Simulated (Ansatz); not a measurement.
# UHF/def2-TZVP run of AlNH2F (SMILES [NH2][Al][F])

Aim: the vertical ionisation energy of AlNH2F at UHF/def2-TZVP, from 2 runs. 

The results are computed with Ansatz 0.2.0.

43 further runs of the same task are left out: 43 set aside as unsound or not needed.

## 1. The system as given

AlNH2F: 5 atoms, total charge 0, spin state doublet. SMILES: `[NH2][Al][F]`. Geometry: relaxed at PBE0-D4/def2-TZVP. This is one conformer, not always the lowest.

Bond lengths: N1–Al2 1.765 Å, Al2–F3 1.658 Å, N1–H4 1.007 Å, N1–H5 1.009 Å. Angles: N1–Al2–F3 117.4°, Al2–N1–H4 124.8°, Al2–N1–H5 124.2°, H4–N1–H5 111.0°.

## 2. A single-point energy at UHF/def2-TZVP

Contents of run.yaml:

```yaml
crystal:
  periodic: [false, false, false]
  atoms:
    - {symbol: "N", position_ang: [-0.384700, 0.499000, -0.263800]}
    - {symbol: Al, position_ang: [0.632000, -0.282800, 0.949500]}
    - {symbol: F, position_ang: [1.228700, -1.786800, 0.590000]}
    - {symbol: H, position_ang: [-0.804300, 1.408300, -0.162700]}
    - {symbol: H, position_ang: [-0.621700, 0.088600, -1.154400]}
basis:
  gaussian:
    orbitals: def2-TZVP
magnetization:
  spin_polarized: true
  initial_magnetization: 1
hamiltonian:
  xc: hf
accuracy: high
output: {orbitals: {seedname: orbitals}}
```

Run with:

```
$ ansatz run run.yaml --threads 1 --pin off --max-ram 2610MiB --events-out events.jsonl --progress --plain --runs-dir runs
```

The program printed:

```text
Warning: RAYON_NUM_THREADS=1 ignored (pool sized by the plan → 1); use --threads N
Functional definition: HF
  name "HF"
  exchange = exact_x
  correlation = 0
1848 factors; integrals over basis functions are off by at most 5.8e-9 eV
mean field evaluation 1: about -10802.0219 eV, gradient 3.3e1 eV
mean field evaluation 2: about -10802.0340 eV, gradient 3.3e1 eV
mean field evaluation 4: about -10806.4954 eV, gradient 2.4e0 eV
mean field evaluation 8: about -10806.6203 eV, gradient 2.1e-1 eV
mean field evaluation 16: about -10806.6210 eV, gradient 1.9e-8 eV
mean field -10806.62103034 eV, -397.1359978740 hartree, gradient 1.9e-8 eV, S^2 0.752133; 0 other end points of the search recorded, 0 dependent functions left out
reference -10806.62103034 eV, -397.1359978740 hartree; 16, 15 occupied and 95, 96 virtual orbitals, 1848 factors
Total energy: -10806.62103034 eV, -397.1359978740 hartree
```

Wall time 4.8 s (1 thread of Arm Neoverse V1, shared host); peak memory 0.3 GiB.

## 3. The singlet cation, same level

Contents of run.yaml:

```yaml
crystal:
  periodic: [false, false, false]
  atoms:
    - symbol: "N"
      position_ang: [-0.384700, 0.499000, -0.263800]
    - symbol: Al
      position_ang: [0.632000, -0.282800, 0.949500]
    - symbol: F
      position_ang: [1.228700, -1.786800, 0.590000]
    - symbol: H
      position_ang: [-0.804300, 1.408300, -0.162700]
    - symbol: H
      position_ang: [-0.621700, 0.088600, -1.154400]
basis:
  gaussian: {orbitals: def2-TZVP}
output: {orbitals: {seedname: orbitals}}
hamiltonian: {xc: hf}
total_charge: 1
accuracy: high
```

Run with:

```
$ ansatz run run.yaml --threads 1 --pin off --max-ram 2610MiB --events-out events.jsonl --progress --plain --runs-dir runs
```

The program printed:

```text
Warning: RAYON_NUM_THREADS=1 ignored (pool sized by the plan → 1); use --threads N
[... 4 set-up lines as earlier in the session ...]
1848 factors; integrals over basis functions are off by at most 5.8e-9 eV
mean field evaluation 1: about -10788.8960 eV, gradient 7.6e1 eV
mean field evaluation 2: about -10788.9043 eV, gradient 7.6e1 eV
mean field evaluation 4: about -10798.1707 eV, gradient 2.9e0 eV
mean field evaluation 8: about -10798.2010 eV, gradient 1.1e-1 eV
mean field evaluation 16: about -10798.2012 eV, gradient 1.3e-8 eV
mean field -10798.20117287 eV, -396.8265738193 hartree, gradient 1.3e-8 eV, S^2 0.000000; 0 other end points of the search recorded, 0 dependent functions left out
reference -10798.20117287 eV, -396.8265738193 hartree; 15, 15 occupied and 96, 96 virtual orbitals, 1848 factors
Total energy: -10798.20117287 eV, -396.8265738193 hartree
```

Wall time 3.6 s (1 thread of Arm Neoverse V1, shared host); peak memory 0.25 GiB.

## 4. What came out

At UHF/def2-TZVP:

| quantity | value |
| --- | --- |
| doublet AlNH2F: total energy | -397.13600 Eh |
| doublet AlNH2F: HOMO energy (highest over α and β) | -8.94 eV |
| doublet AlNH2F: LUMO energy (lowest over α and β) | 0.88 eV |
| doublet AlNH2F: ⟨S²⟩ | 0.752 |
| singlet cation: total energy | -396.82657 Eh |
| singlet cation: HOMO energy | -17.20 eV |
| singlet cation: LUMO energy | -7.88 eV |
| singlet cation: HOMO–LUMO gap | 9.32 eV |
| vertical ionisation energy (to the singlet cation) | 8.420 eV |

What this shows: Removing an electron at fixed nuclei costs 8.42 eV (194 kcal/mol). Only the singlet of the ionised species was computed; a triplet could lie lower.
